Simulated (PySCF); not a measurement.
Excitations are Tamm–Dancoff values on a coarser integration grid. The basis has no diffuse functions, so Rydberg states are missing or too high.

# CF₄, SMILES `FC(F)(F)F` (charge 0, multiplicity 1)

Computed with PBE-D3(BJ)/def2-TZVP // B3LYP-D3(BJ)/def2-TZVP run with PySCF.

| Quantity | Value |
|---|---|
| HOMO | -10.33 eV |
| dipole moment | 0.00 D |
| LUMO | 1.65 eV |
| HOMO–LUMO gap | 11.98 eV |
| S1 excitation (TDA) | 12.10 eV |
| S1 oscillator strength | 0.000 |
| brightest of the four lowest singlets (TDA) | 13.37 eV |
| T1 excitation (TDA) | 11.82 eV |
| S1–T1 gap (TDA) | 0.28 eV |
| total energy | -11898.94 eV |
| cost | around 28 core-seconds (rough) |

Bond lengths (Å): F1–C2 1.326, C2–F3 1.326, C2–F4 1.326, C2–F5 1.326. Bond angles (°): F1–C2–F3 109.5, F1–C2–F4 109.5, F1–C2–F5 109.5, F3–C2–F4 109.5, F3–C2–F5 109.5, F4–C2–F5 109.5.
